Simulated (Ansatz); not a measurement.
## Which isomer of CH7BO gives these data?

These gas-phase data were calculated for one isomer of CH7BO at PBE0-D4/def2-SVP (harmonic, unscaled wavenumbers; equilibrium rotational constants with average atomic masses):

| Quantity | Value |
| --- | --- |
| rotational constants | 24.49, 9.615, 7.923 GHz |
| all wavenumbers above 1500 cm⁻¹ | 3787, 3197, 3118, 2541, 2465, 2424, 1954, 1593 |

Candidates:

(1) `[BH3-]C[OH2+]`, a singlet
(2) `[BH3-][OH+]C`, a singlet

**Question.** Which structure fits?

**Answer.** Candidate (1). 2 modes lie between 2750 and 3290 cm⁻¹, one for each C–H bond, while (2) has 3.

The same quantities for all candidates:

```
     rotational constants (GHz)                     wavenumbers above 1500 cm⁻¹  E above the lowest, PBE0-D4/def2-SVP (kcal/mol)
(1)         24.49, 9.615, 7.923  3787, 3197, 3118, 2541, 2465, 2424, 1954, 1593                                             32.6
(2)         31.96, 8.591, 7.634        3858, 3215, 3179, 3071, 2566, 2532, 2446                                              0.0
```

Harmonic stretches to hydrogen usually lie a few per cent above observed fundamentals. Each candidate is one conformer. Programs: Ansatz 0.2.0.
